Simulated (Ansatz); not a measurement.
Elements on the sites of an ideal fluorite lattice, at a guessed lattice constant:

```
CELL_PARAMETERS angstrom
4.99485 2.49742 -2.49742
2.49742 4.99485 2.49742
4.99485 -2.49742 2.49742
ATOMIC_POSITIONS crystal
O 0.45833 0.33333 0.62500
O 0.79167 0.66667 0.62500
O 0.95833 0.33333 0.12500
O 0.29167 0.66667 0.12500
O 0.62500 0.00000 0.12500
O 0.12500 0.00000 0.62500
O 0.37500 0.00000 0.87500
O 0.87500 0.00000 0.37500
O 0.20833 0.33333 0.37500
O 0.54167 0.66667 0.37500
O 0.04167 0.66667 0.87500
Ca 0.83333 0.33333 0.50000
Ca 0.66667 0.66667 0.00000
Sn 0.00000 0.00000 0.00000
Sn 0.16667 0.66667 0.50000
Ta 0.50000 0.00000 0.50000
Ta 0.33333 0.33333 0.00000
```

Cell and atoms were relaxed without symmetry on coarser meshes and computed once more. Theory: Ansatz, DFT r2SCAN, scalar-relativistic, plane waves, PAW.

Cutoff 500 eV; k points 4×4×4 on the computed 17-atom cell (Γ-centred); Gaussian smearing, width 0.02 eV; no spin polarisation.

The relaxation ran on 2×2×2 (shifted) k points with a smearing of 0.1 eV, from sites shaken by 0.02 Å.

Q: What does the relaxation give?

A: A volume of 11.98 Å³/atom and a gap on the mesh of 3.67 eV. It lies 2.71 eV/atom below the elements' standard states (static lattices, no corrections for gases). The atoms leave their sites by 0.71 Å (root mean square) and 2.11 Å at most, and the cell stretches by up to 4.7 % at fixed volume, so the lattice hasn't survived.

```
CELL_PARAMETERS angstrom
5.11193 2.41045 -2.70482
2.33921 5.12555 2.57596
5.09103 -2.67856 2.39490
ATOMIC_POSITIONS crystal
O 0.36797 0.32365 0.65674
O 0.81812 0.69253 0.62685
O 0.97749 0.33438 0.10748
O 0.26538 0.58301 0.22505
O 0.66817 0.27291 0.90266
O 0.11766 0.01714 0.62978
O 0.37657 0.96831 0.88034
O 0.80323 0.01671 0.32928
O 0.38713 0.11352 0.25902
O 0.52242 0.67581 0.43575
O 0.06545 0.69156 0.91804
Ca 0.82022 0.32637 0.50770
Ca 0.64426 0.66469 0.03405
Sn 0.99065 0.03465 0.98932
Sn 0.16687 0.67093 0.55865
Ta 0.51308 0.96844 0.53237
Ta 0.31147 0.33868 0.02778
```

Spin-orbit coupling is left out, which matters for the bands of heavy elements.

Cost: 2 runs of about 16 core-minutes in all (earlier runs that led there not counted), on Arm Neoverse V1 (shared hosts).